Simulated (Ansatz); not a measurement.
Worked example: vertical energy of the triplet above the singlet of [NO2]− (nitrite)

[NO2]−: 3 atoms, total charge -1, spin state singlet. As SMILES, `O=N[O-]`. The coordinates come from a PBE0-D4/def2-TZVPD relaxation.

```xyz
3

O     0.3228    0.9927    0.2876
N     0.3257   -0.2454    0.1520
O    -0.6486   -0.7473   -0.4396
```

Both states at this one shape; open shells run unrestricted unless said. 1 Eh = 27.2114 eV.

| level | program | singlet [NO2]− (Eh) | triplet [NO2]− (Eh) |
| --- | --- | --- | --- |
| RPA@PBE/def2-TZVPPD, 3 core orbitals frozen | Ansatz | -205.157517 | -205.061971 |
| RPA@PBE0/def2-TZVPPD, 3 core orbitals frozen | Ansatz | -205.089393 | -204.995117 |
| CCSD(T)/def2-TZVPPD, 3 core orbitals frozen | Ansatz | -204.890931 | -204.791223 |
| CCSD/def2-TZVPPD, 3 core orbitals frozen | Ansatz | -204.855829 | -204.760721 |

Work out the vertical gap, second state less first, at each level.


1. RPA@PBE/def2-TZVPPD: -205.061971 − (-205.157517) = 0.095546 Eh = 2.60 eV.
2. RPA@PBE0/def2-TZVPPD: -204.995117 − (-205.089393) = 0.094276 Eh = 2.57 eV.
3. CCSD(T)/def2-TZVPPD: -204.791223 − (-204.890931) = 0.099708 Eh = 2.71 eV.
4. CCSD/def2-TZVPPD: -204.760721 − (-204.855829) = 0.095108 Eh = 2.59 eV.

No measured value is set beside it here; the levels span 2.57 to 2.71 eV.
